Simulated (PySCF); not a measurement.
Cyclopropylamine, C₃H₇N.
SMILES with atom numbers: `[NH2:1][CH:2]1[CH2:3][CH2:4]1` (hydrogens: H5, H6 on N1; H7 on C2; H8, H9 on C3; H10, H11 on C4)

The same species was optimised twice, with GFN2-xTB and with PBE0-D3(BJ)/def2-SVP (PySCF), and the same property calculations (PySCF, gas phase) were run on both structures.

| coordinate | GFN2-xTB | PBE0-D3(BJ)/def2-SVP | change |
| --- | --- | --- | --- |
| C3–H9 (Å) | 1.080 | 1.095 | +0.015 |
| C4–H10 (Å) | 1.079 | 1.094 | +0.015 |
| C3–H8 (Å) | 1.079 | 1.093 | +0.014 |
| C4–H11 (Å) | 1.081 | 1.094 | +0.013 |
| C2–H7 (Å) | 1.084 | 1.097 | +0.013 |
| N1–H6 (Å) | 1.015 | 1.019 | +0.004 |
| N1–H5 (Å) | 1.014 | 1.017 | +0.003 |
| C3–C4 (Å) | 1.504 | 1.507 | +0.003 |
| C2–C3 (Å) | 1.494 | 1.491 | -0.003 |
| N1–C2 (Å) | 1.432 | 1.431 | -0.001 |
| C2–C4 (Å) | 1.508 | 1.508 | 0.000 |
| C3–C2–H7 (°) | 117.5 | 115.6 | -1.9 |
| C4–C2–H7 (°) | 117.1 | 115.5 | -1.6 |
| N1–C2–H7 (°) | 111.0 | 112.6 | +1.6 |
| H5–N1–H6 (°) | 108.2 | 106.6 | -1.6 |
| C2–C4–H11 (°) | 118.1 | 117.3 | -0.8 |
| N1–C2–C4 (°) | 122.8 | 123.6 | +0.8 |
| H10–C4–H11 (°) | 113.7 | 114.4 | +0.7 |
| C2–C3–H9 (°) | 117.9 | 117.3 | -0.6 |

Rotational constants: A = 16483, B = 6624, C = 5813 MHz (GFN2-xTB) against A = 16334, B = 6640, C = 5804 MHz (PBE0-D3(BJ)/def2-SVP).

On the GFN2-xTB structure: HOMO (eV) -6.33 [PBE0/pcSseg-1]; LUMO (eV) 1.62 [PBE0/pcSseg-1]; dipole (D) 1.21 [PBE0/pcSseg-1]; GIAO shielding of N1 (ppm) 220.5 [PBE0/pcSseg-1]; GIAO shielding of C2 (ppm) 157.0 [PBE0/pcSseg-1]; GIAO shielding of C3/C4 (mean) (ppm) 177.6 [PBE0/pcSseg-1].

Q: What do these properties become on the PBE0-D3(BJ)/def2-SVP structure?

A: 
| property | level | on GFN2-xTB | on PBE0-D3(BJ)/def2-SVP | change |
| --- | --- | --- | --- | --- |
| HOMO (eV) | PBE0/pcSseg-1 | -6.33 | -6.47 | -0.14 |
| LUMO (eV) | PBE0/pcSseg-1 | 1.62 | 1.60 | -0.02 |
| dipole (D) | PBE0/pcSseg-1 | 1.21 | 1.23 | +0.02 |
| energy, GFN2-xTB geometry as zero (kcal/mol) | PBE0/pcSseg-1 | 0.0 | -0.4 | -0.4 |
| GIAO shielding of N1 (ppm) | PBE0/pcSseg-1 | 220.5 | 219.0 | -1.5 |
| GIAO shielding of C2 (ppm) | PBE0/pcSseg-1 | 157.0 | 157.3 | +0.3 |
| GIAO shielding of C3/C4 (mean) (ppm) | PBE0/pcSseg-1 | 177.6 | 174.4 | -3.2 |

The heavy atoms differ by 0.006 Å rms after alignment. Among all bonds C3–H8, C3–H9 and C4–H10 change most and about equally (+0.014 to +0.015 Å). Changes are differences of the printed values. Neither structure is proved a minimum here.

The values belong to the conformer `[NH2:1][CH:2]1[CH2:3][CH2:4]1`: H–N1–C2–C3 26°, H–N1–C2–C3 144°.
